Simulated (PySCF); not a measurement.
TDDFT excited states: C5H8

Compound: cyclopentene, C5H8.
Cartesian coordinates in Å at the PBE0-D3(BJ)/def2-SVP level; atoms count from 1:
```xyz
13
C5H8 angstrom
C      0.356    1.308    0.004
C      1.307    0.369    0.028
C      0.723   -1.014   -0.074
C     -0.769   -0.777    0.214
C     -1.017    0.705   -0.119
H      0.538    2.386    0.019
H      2.382    0.566    0.066
H      0.889   -1.421   -1.090
H      1.183   -1.735    0.622
H     -1.432   -1.462   -0.334
H     -0.955   -0.937    1.288
H     -1.762    1.174    0.545
H     -1.398    0.839   -1.149
```

Computed with TDDFT wB97X-D/def2-SVPD, vertical, gas phase, core orbitals frozen in the response (PySCF).

Question: Predict the UV-vis stick spectrum at this level.

Answer: 

```tsv
state	E (eV)	λ (nm)	f	symmetry	main configurations (H = HOMO, L = LUMO)
S1	6.93	178.8	0.0089	A′	H→L+1 (92%)
S2	6.97	178.0	0.247	A″	H→L (96%)
S3	7.91	156.7	0.024	A′	H→L+3 (75%), H→L+4 (9%)
S4	7.96	155.9	0.0000	–	H→L+2 (92%)
S5	8.32	149.0	0.047	A′	H→L+4 (81%), H→L+6 (9%)
S6	8.50	145.9	0.0004	–	H-3→L (50%), H-2→L (46%)
```

The lowest singlet comes at 179 nm (669 kJ/mol) in the vacuum ultraviolet; it is weak; its leading configuration is HOMO→LUMO+1 (92%). The strongest level in the table is S2 at 6.97 eV (178 nm, f = 0.247). Löwdin shares by element: HOMO carbon 80% or more (atoms not listed hold the other 20%); LUMO carbon 79% or more (atoms not listed hold the other 21%). The listed states span 1.57 eV, and the widest gap between neighbours is 0.94 eV (S2 to S3). Of the 6 states listed, 3 reach f = 0.01 and 2 stay under 0.0005. The oscillator strengths of these states sum to 0.327; summed over the whole spectrum of an exact calculation they would give the number of electrons, 38 (Thomas–Reiche–Kuhn). No computed singlet lies in the visible range (380 to 750 nm); the lowest, at 179 nm, stands 3.67 eV above its violet end (3.26 eV). Symmetry labels in Cs follow from the direction of the transition dipole and are given only for states with f of 0.002 or more. The window holds the lowest 6 singlets.

Time: 20 s of wall time; peak memory 0.76 GiB. Hardware: one thread of an Intel Xeon Platinum 8259CL at 2.50 GHz, shared host with 96 logical CPUs at a one-minute load of 22.

One conformer stands for the species.
